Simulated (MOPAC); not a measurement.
MOPAC input (MNDO):

```
MNDO 1SCF CHARGE=-1 GEO-OK AUX(PRECISION=9) THREADS=1
C5H4N

N     0.01213582 1    0.03594258 1    1.43484202 1
C    -0.01076327 1    0.04402648 1   -1.35230364 1
C     0.01775233 1    1.27745360 1    0.81209974 1
C    -0.00350109 1   -1.09449745 1    0.72498945 1
C    -0.01557349 1   -1.16690233 1   -0.66385173 1
C     0.00549068 1    1.21962009 1   -0.61501389 1
H    -0.01964327 1    0.05668285 1   -2.44312951 1
H    -0.00681822 1   -2.02556725 1    1.30061357 1
H    -0.02808054 1   -2.12467032 1   -1.17531637 1
H     0.00916037 1    2.16375436 1   -1.16158136 1
```

Output:

```
 *******************************************************************************
 **                                                                           **
 **                              MOPAC v23.2.5                                **
 **                                                                           **
 *******************************************************************************
 ** MOPAC's Digital Object Identifier: https://doi.org/10.5281/zenodo.6511958 **
 **                                                                           **
 ** Please cite the open-source release paper for use of this MOPAC version:  **
 ** J. E. Moussa and J. J. P. Stewart (2026)                                  **
 ** MOPAC: An open-source semiempirical molecular orbital program             **
 ** J. Open Source Softw., 11(119), 8025, https://doi.org/10.21105/joss.08025 **
 *******************************************************************************

                              MNDO CALCULATION RESULTS

 *******************************************************************************
 *  MNDO       - The MNDO Hamiltonian to be used
 *  GEO-OK     - OVERRIDE INTERATOMIC DISTANCE AND OTHER SAFETY CHECKS
 *
 *
 *
 *                 CHARGE ON SYSTEM = -1
 *
 *
 *
 *  1SCF       - DO 1 SCF AND THEN STOP
 *  AUX        - OUTPUT AUXILIARY INFORMATION
 *******************************************************************************
MNDO 1SCF CHARGE=-1 GEO-OK AUX(PRECISION=9) THREADS=1
 C5H4N

   ATOM   CHEMICAL          X               Y               Z
  NUMBER   SYMBOL      (ANGSTROMS)     (ANGSTROMS)     (ANGSTROMS)

     1       N          0.01213582  *   0.03594258  *   1.43484202  *
     2       C         -0.01076327  *   0.04402648  *  -1.35230364  *
     3       C          0.01775233  *   1.27745360  *   0.81209974  *
     4       C         -0.00350109  *  -1.09449745  *   0.72498945  *
     5       C         -0.01557349  *  -1.16690233  *  -0.66385173  *
     6       C          0.00549068  *   1.21962009  *  -0.61501389  *
     7       H         -0.01964327  *   0.05668285  *  -2.44312951  *
     8       H         -0.00681822  *  -2.02556725  *   1.30061357  *
     9       H         -0.02808054  *  -2.12467032  *  -1.17531637  *
    10       H          0.00916037  *   2.16375436  *  -1.16158136  *

          CARTESIAN COORDINATES

    NO.       ATOM           X           Y           Z

     1         N          0.0121      0.0359      1.4348
     2         C         -0.0108      0.0440     -1.3523
     3         C          0.0178      1.2775      0.8121
     4         C         -0.0035     -1.0945      0.7250
     5         C         -0.0156     -1.1669     -0.6639
     6         C          0.0055      1.2196     -0.6150
     7         H         -0.0196      0.0567     -2.4431
     8         H         -0.0068     -2.0256      1.3006
     9         H         -0.0281     -2.1247     -1.1753
    10         H          0.0092      2.1638     -1.1616

  H: (MNDO): M.J.S. DEWAR, W. THIEL, J. AM. CHEM. SOC., 99, 4899, (1977)
  C: (MNDO): M.J.S. DEWAR, W. THIEL, J. AM. CHEM. SOC., 99, 4899, (1977)
  N: (MNDO): M.J.S. DEWAR, W. THIEL, J. AM. CHEM. SOC., 99, 4899, (1977)

           Empirical Formula: C5 H4 N  =    10 atoms

      MOLECULAR POINT GROUP   :   Cs

      RHF CALCULATION, NO. OF DOUBLY OCCUPIED LEVELS = 15

 -------------------------------------------------------------------------------
 MNDO 1SCF CHARGE=-1 GEO-OK AUX(PRECISION=9) THREADS=1
 C5H4N

     1SCF WAS SPECIFIED, SO BFGS WAS NOT USED
     SCF FIELD WAS ACHIEVED

                              MNDO CALCULATION
                                                       MOPAC v23.2.5 Linux

          FINAL HEAT OF FORMATION =         60.83953 KCAL/MOL =     254.55258 KJ/MOL

          COSMO AREA              =        114.30 SQUARE ANGSTROMS
          COSMO VOLUME            =        102.70 CUBIC ANGSTROMS

          IONIZATION POTENTIAL    =          2.646674 EV
          HOMO LUMO ENERGIES (EV) =         -2.647  5.782
          NO. OF FILLED LEVELS    =         15
          MOLECULAR WEIGHT        =         78.0933         POINT GROUP:  Cs

          MOLECULAR DIMENSIONS (Angstroms)

            Atom       Atom       Distance
            H    10    H     8     4.85933
            H     9    C     3     3.43747
            C     4    C     2     0.00000

          SCF CALCULATIONS        =          1

   ATOM   CHEMICAL          X               Y               Z
  NUMBER   SYMBOL      (ANGSTROMS)     (ANGSTROMS)     (ANGSTROMS)

     1       N          0.01213582  *   0.03594258  *   1.43484202  *
     2       C         -0.01076327  *   0.04402648  *  -1.35230364  *
     3       C          0.01775233  *   1.27745360  *   0.81209974  *
     4       C         -0.00350109  *  -1.09449745  *   0.72498945  *
     5       C         -0.01557349  *  -1.16690233  *  -0.66385173  *
     6       C          0.00549068  *   1.21962009  *  -0.61501389  *
     7       H         -0.01964327  *   0.05668285  *  -2.44312951  *
     8       H         -0.00681822  *  -2.02556725  *   1.30061357  *
     9       H         -0.02808054  *  -2.12467032  *  -1.17531637  *
    10       H          0.00916037  *   2.16375436  *  -1.16158136  *

                             CARTESIAN COORDINATES

   1    N        0.012135820     0.035942580     1.434842020
   2    C       -0.010763270     0.044026480    -1.352303640
   3    C        0.017752330     1.277453600     0.812099740
   4    C       -0.003501090    -1.094497450     0.724989450
   5    C       -0.015573490    -1.166902330    -0.663851730
   6    C        0.005490680     1.219620090    -0.615013890
   7    H       -0.019643270     0.056682850    -2.443129510
   8    H       -0.006818220    -2.025567250     1.300613570
   9    H       -0.028080540    -2.124670320    -1.175316370
  10    H        0.009160370     2.163754360    -1.161581360

           Empirical Formula: C5 H4 N  =    10 atoms

      MOLECULAR POINT GROUP   :   Cs

                  EIGENVALUES
 -36.57657 -28.16650 -26.66855 -18.21372 -17.79859 -12.03441 -11.21339 -10.35757
  -9.07967  -8.14485  -7.92619  -5.01409  -4.99770  -3.63188  -2.64667   5.78224
   6.05225   8.75085   8.77235   8.94326   9.43083   9.88040  10.71757  10.95206
  11.10378  11.53601  12.07533  13.68608

              NET ATOMIC CHARGES AND DIPOLE CONTRIBUTIONS

  ATOM NO.   TYPE          CHARGE      No. of ELECS.   s-Pop       p-Pop
    1          N          -0.326596        5.3266     1.72115     3.60544
    2          C          -0.035644        4.0356     1.20215     2.83349
    3          C          -0.233408        4.2334     1.57917     2.65423
    4          C           0.038035        3.9620     1.21673     2.74523
    5          C          -0.258311        4.2583     1.19734     3.06097
    6          C          -0.211492        4.2115     1.22632     2.98517
    7          H           0.002027        0.9980     0.99797
    8          H           0.005261        0.9947     0.99474
    9          H           0.015122        0.9849     0.98488
   10          H           0.005006        0.9950     0.99499
 DIPOLE           X         Y         Z       TOTAL
 POINT-CHG.    -0.023    -1.522    -1.241     1.964
 HYBRID        -0.035    -1.676    -2.444     2.963
 SUM           -0.058    -3.198    -3.685     4.879

          ATOMIC ORBITAL ELECTRON POPULATIONS

     Atom    s        px        py        pz
    1  N   1.72115   1.19265   1.00051   1.41229
    2  C   1.20215   0.99385   0.94540   0.89425
    3  C   1.57917   0.54759   1.14371   0.96294
    4  C   1.21673   0.92891   0.93527   0.88105
    5  C   1.19734   1.21833   0.90708   0.93555
    6  C   1.22632   1.11868   0.88542   0.98107
    7  H   0.99797
    8  H   0.99474
    9  H   0.98488
   10  H   0.99499

 **********************
 *                    *
 * JOB ENDED NORMALLY *
 *                    *
 **********************

 == MOPAC DONE ==
```

The dipole moment of an ion depends on the origin.
